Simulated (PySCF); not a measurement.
Molecule: `[CH2]([AlH2])[SiH3]`, CH$_{7}$AlSi.

Bonds (- single, = double, # triple, : aromatic): Al1-C2, C2-Si3. Al1 carries H4, H5; C2 carries H6, H7; Si3 carries H8, H9, H10.

Frames of a GFN2-xTB Langevin trajectory at 200 K; GIAO PBE0/pcSseg-1 shieldings in PySCF 2.14, gas phase, non-relativistic; equivalent atoms averaged within each frame.

Referencing at the same level of theory: ²⁷Al (σref 489.97) vs AlH4-; TMS for ¹³C (σref 186.93), ²⁹Si (σref 349.16), ¹H (σref 31.72). The references are static minima.

Question: How do the shifts (ppm) fluctuate along the trajectory?

Answer: 
```tsv
time (fs)	Al1	C2	Si3	H4/H5	H8/H9/H10	H6/H7
optimised geometry	225.6	-10.5	-74.1	5.60	4.17	-0.14
250	217.5	-7.3	-78.7	5.62	3.97	-0.11
425	236.2	-5.3	-74.7	5.33	4.55	0.39
625	224.8	-15.2	-71.3	5.59	3.84	-0.97
800	228.2	-11.0	-66.8	5.69	4.76	-0.73
1000	231.7	-10.6	-69.3	5.52	4.37	-0.99
mean of frames	227.7	-9.9	-72.2	5.55	4.30	-0.48
standard deviation	7.1	3.8	4.6	0.14	0.38	0.60
```

5 frames give an uncertainty of the mean of about the standard deviation over 2.2 at best, since frames this close in time may not be independent; classical motion lacks zero-point vibration, and the reference would need the same averaging.
